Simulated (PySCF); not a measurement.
Compound: C₄H₇ClO.
SMILES: `CC(C)C(=O)Cl`

Torsions of this conformer, `[CH3:1][CH:2]([CH3:3])[C:4](=[O:5])[Cl:6]`: C1–C2–C4–O5 113°.

The closed-shell ground state was solved at several levels (PySCF, density fitting, gas phase, non-relativistic). Isolated species at its PBE0-D3(BJ)/def2-SVP geometry (one conformer only).

| level | basis functions | total energy (Eh) | HOMO (eV) | LUMO (eV) | gap (eV) | dipole (D) |
| --- | --- | --- | --- | --- | --- | --- |
| BHandHLYP/pcSseg-1 | 144 | -691.8854 | -9.90 | 0.26 | 10.16 | 3.13 |
| wB97X-D/pcSseg-1 | 144 | -691.9540 | -10.39 | 0.83 | 11.22 | 3.09 |
| CAM-B3LYP/pcSseg-1 | 144 | -691.9334 | -9.86 | 0.23 | 10.09 | 3.01 |
| LC-wPBE/pcSseg-1 | 144 | -691.7655 | -11.17 | 1.43 | 12.60 | 3.04 |

Question: Estimate the row for B97-2/pcSseg-1, a basis of 144 functions; the other rows only guide the guess.

Answer: Total energy -691.9860 Eh, HOMO -8.22 eV, LUMO -1.08 eV, gap 7.14 eV, dipole 3.03 D.

Question: Over all these levels, which gives the widest orbital gap and which the narrowest?

Answer: LC-wPBE/pcSseg-1 (range-separated hybrid) has the widest, 12.60 eV, and B97-2/pcSseg-1 (global hybrid, 21 % exact exchange) the narrowest, 7.14 eV. From the narrowest to the widest the HOMO moves by -2.95 eV and the LUMO by +2.51 eV.

Question: How far do the dipole and the HOMO energy spread over the levels?

Answer: The dipole runs from 3.01 to 3.13 D (mean 3.06 D) and the HOMO from -11.17 to -8.22 eV.

Note: wB97X-D ran without an empirical dispersion term, which enters the total energy and its gradient alone.
